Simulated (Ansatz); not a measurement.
in.yaml

```yaml
crystal:
  periodic: [false, false, false]
  atoms:
    - {symbol: C, position_ang: [0.000019, 0.093361, -0.430570]}
    - {symbol: P, position_ang: [0.000000, 0.456451, 1.162034]}
    - {symbol: Ga, position_ang: [0.000001, 0.328493, -2.438501]}
    - {symbol: H, position_ang: [-0.000020, -0.878305, 1.707037]}
basis:
  gaussian: {orbitals: cc-pVDZ}
magnetization: {spin_polarized: false, initial_magnetization: 1}
correlation: {method: fic_mrcisd_q, electrons: outside_noble_gas, active_space: {window: {electrons: 9, orbitals: 9}}}
```

```sh
$ ansatz run in.yaml --threads 1 --pin off --events-out ev --progress --plain --max-ram 2393MiB
```

Log:

```
692 factors; integrals over basis functions are off by at most 1.4e-3 eV
mean field evaluation 1: about -62647.3724 eV, gradient 1.8e1 eV
mean field evaluation 2: about -62647.3795 eV, gradient 1.8e1 eV
mean field evaluation 4: about -62649.0107 eV, gradient 3.0e0 eV
mean field evaluation 8: about -62649.1456 eV, gradient 1.4e-1 eV
mean field evaluation 16: about -62641.5464 eV, gradient 5.0e0 eV
mean field -62649.14581797 eV, -2302.3136436943 hartree, gradient 2.8e-6 eV, S^2 0.750000; 1 other end points of the search recorded, 0 dependent functions left out
reference -62649.14581797 eV, -2302.3136436943 hartree; 27, 26 occupied and 37, 38 virtual orbitals, 692 factors
state -62651.82918960 eV, -2302.4122557827 hartree
contracted CI cycle   1: correlation 0.00000000 eV, 0.0000000000 hartree, residual 1.77e1 eV
contracted CI cycle   2: correlation -5.15810704 eV, -0.1895569374 hartree, residual 3.64e0 eV
contracted CI cycle   3: correlation -5.40437698 eV, -0.1986071909 hartree, residual 1.07e0 eV
contracted CI cycle   4: correlation -5.42779196 eV, -0.1994676755 hartree, residual 4.11e-1 eV
contracted CI cycle   5: correlation -5.43114488 eV, -0.1995908931 hartree, residual 1.63e-1 eV
contracted CI cycle   6: correlation -5.43167556 eV, -0.1996103950 hartree, residual 6.39e-2 eV
contracted CI cycle   7: correlation -5.43175695 eV, -0.1996133862 hartree, residual 2.51e-2 eV
contracted CI cycle   8: correlation -5.43176921 eV, -0.1996138368 hartree, residual 9.39e-3 eV
contracted CI cycle   9: correlation -5.43177086 eV, -0.1996138973 hartree, residual 3.57e-3 eV
contracted CI cycle  10: correlation -5.43177109 eV, -0.1996139059 hartree, residual 1.31e-3 eV
state -62651.82918960 eV, -2302.4122557827 hartree; corrected -62657.90267482 eV, -2302.6354522479 hartree
state -62651.37883751 eV, -2302.3957056488 hartree
contracted CI cycle   1: correlation 0.00000000 eV, 0.0000000000 hartree, residual 1.90e1 eV
contracted CI cycle   2: correlation -5.61306978 eV, -0.2062765099 hartree, residual 3.53e0 eV
contracted CI cycle   3: correlation -5.82961310 eV, -0.2142343299 hartree, residual 8.86e-1 eV
contracted CI cycle   4: correlation -5.84344582 eV, -0.2147426729 hartree, residual 2.60e-1 eV
contracted CI cycle   5: correlation -5.84468886 eV, -0.2147883541 hartree, residual 8.81e-2 eV
contracted CI cycle   6: correlation -5.84482966 eV, -0.2147935281 hartree, residual 3.02e-2 eV
contracted CI cycle   7: correlation -5.84484612 eV, -0.2147941332 hartree, residual 9.56e-3 eV
contracted CI cycle   8: correlation -5.84484776 eV, -0.2147941932 hartree, residual 2.90e-3 eV
contracted CI cycle   9: correlation -5.84484791 eV, -0.2147941988 hartree, residual 9.01e-4 eV
state -62651.37883751 eV, -2302.3957056488 hartree; corrected -62657.87390090 eV, -2302.6343948259 hartree
state -62651.82918960 eV, -2302.4122557827 hartree; corrected -62657.90267482 eV, -2302.6354522479 hartree
Total energy: -62657.90267482 eV, -2302.6354522479 hartree
```

Natural occupations: 1.9857 1.9723 1.9701 1.9191 1.0005 0.0853 0.0265 0.0243 0.0163.

For the same geometry and basis RCCSDT(Q) lies 76.7 meV lower.

Ran on 1 thread of Arm Neoverse V1, shared host: 29 s wall, 0.49 GiB peak host memory.
